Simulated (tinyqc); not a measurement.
Inside a calculation. Method: extended Hueckel theory, for CH4. Computed by tinyqc, a small Python program that keeps every step (integrals from PySCF). Settings: charge = 0, K = 2.0, weighted = 1, multiplicity = 1. Command: `OMP_NUM_THREADS=1 python tinyqc.py 30876 30877 out.jsonl` (the two numbers bound the seeds that draw the settings). One thread of a shared host (Intel(R) Xeon(R) Processor @ 2.60GHz), about 0.01 s of CPU time with the checks.

## Overlaps

Geometry (angstrom):

| atom | x | y | z |
|---|---|---|---|
| C | 0.000000 | 0.000000 | 0.000000 |
| H | 0.604000 | 0.604000 | 0.604000 |
| H | 0.604000 | -0.604000 | -0.604000 |
| H | -0.604000 | 0.604000 | -0.604000 |
| H | -0.604000 | -0.604000 | 0.604000 |

Parameters chosen for this run:

| element | shell | Slater exponent | H_ii (eV) |
|---|---|---|---|
| H | 1s | 1.300000 | -13.600000 |
| C | 2s | 1.625000 | -21.400000 |
| C | 2p | 1.625000 | -11.400000 |

Slater orbitals, each expanded in six Gaussians scaled to its exponent.

overlap S, lower triangle:
```
           1C 2s     1C 2px     1C 2py     1C 2pz     2H 1s     3H 1s     4H 1s     5H 1s
1C 2s   1.000000
1C 2px  0.000000   1.000000
1C 2py  0.000000   0.000000   1.000000
1C 2pz  0.000000   0.000000   0.000000   1.000000
2H 1s   0.517179   0.292108   0.292108   0.292108  1.000000
3H 1s   0.517179   0.292108  -0.292108  -0.292108  0.166495  1.000000
4H 1s   0.517179  -0.292108   0.292108  -0.292108  0.166495  0.166495  1.000000
5H 1s   0.517179  -0.292108  -0.292108   0.292108  0.166495  0.166495  0.166495  1.000000
```

## Wolfsberg-Helmholz matrix

diagonal H_ii (eV): 1C 2s -21.400000, 1C 2px -11.400000, 1C 2py -11.400000, 1C 2pz -11.400000, 2H 1s -13.600000, 3H 1s -13.600000, 4H 1s -13.600000, 5H 1s -13.600000

K = 2.000000

H_ij = K' S_ij (H_ii + H_jj)/2 for i != j (the diagonal keeps H_ii), with K' = K + D^2 + D^4 (1 - K), D = (H_ii - H_jj)/(H_ii + H_jj), K = 2.

H (eV), lower triangle:
```
             1C 2s      1C 2px      1C 2py      1C 2pz       2H 1s       3H 1s       4H 1s       5H 1s
1C 2s   -21.400000
1C 2px    0.000000  -11.400000
1C 2py    0.000000    0.000000  -11.400000
1C 2pz    0.000000    0.000000    0.000000  -11.400000
2H 1s   -18.528456   -7.330765   -7.330765   -7.330765  -13.600000
3H 1s   -18.528456   -7.330765    7.330765    7.330765   -4.528665  -13.600000
4H 1s   -18.528456    7.330765   -7.330765    7.330765   -4.528665   -4.528665  -13.600000
5H 1s   -18.528456    7.330765    7.330765   -7.330765   -4.528665   -4.528665   -4.528665  -13.600000
```

## Orbitals

valence electrons = 8

Solve H C = S C e through S^(-1/2); fill by pairs from the bottom, a degenerate level sharing its electrons equally; each orbital has its largest coefficient positive (the first on a tie).

orbital energies (eV): -27.217870  -16.590564  -16.590564  -16.590564  13.660282  13.660282  13.660282  67.687666

occupations: 2.000000  2.000000  2.000000  2.000000  0.000000  0.000000  0.000000  0.000000

coefficients:
```
             MO1        MO2        MO3        MO4        MO5        MO6        MO7        MO8
1C 2s   0.578130   0.000000   0.000000   0.000000   0.000000   0.000000   0.000000   1.776596
1C 2px  0.000000   0.441611   0.222887   0.273478  -0.396304   0.565227   0.947319   0.000000
1C 2py  0.000000  -0.221295  -0.166237   0.492831   0.289741   1.024590  -0.490121   0.000000
1C 2pz  0.000000  -0.274767   0.492114   0.042617   1.064399  -0.068455   0.486128   0.000000
2H 1s   0.188878  -0.028439   0.286613   0.422494  -0.530067  -0.841922  -0.522037  -0.739107
3H 1s   0.188878   0.489737  -0.053790  -0.136825   0.968696   0.216328  -0.526456  -0.739107
4H 1s   0.188878  -0.202721  -0.460261   0.092307   0.209381  -0.292094   1.064503  -0.739107
5H 1s   0.188878  -0.258577   0.227439  -0.377977  -0.648011   0.917688  -0.016010  -0.739107
```

sum of one-electron energies = -153.979123 eV

Within a degenerate level the vectors are fixed only up to a rotation; this is one choice.

## Mulliken analysis

P = C n C^T; charge = valence electrons (H 1, C 4) minus the sum of (P S)_ii on the atom; overlap population = 2 sum P_ij S_ij between two atoms.

charges: 1C -0.207023, 2H 0.051756, 3H 0.051756, 4H 0.051756, 5H 0.051756

Overlap populations:

| pair | value |
|---|---|
| 2-1 | 0.810810 |
| 3-1 | 0.810810 |
| 3-2 | -0.034283 |
| 4-1 | 0.810810 |
| 4-2 | -0.034283 |
| 4-3 | -0.034283 |
| 5-1 | 0.810810 |
| 5-2 | -0.034283 |
| 5-3 | -0.034283 |
| 5-4 | -0.034283 |
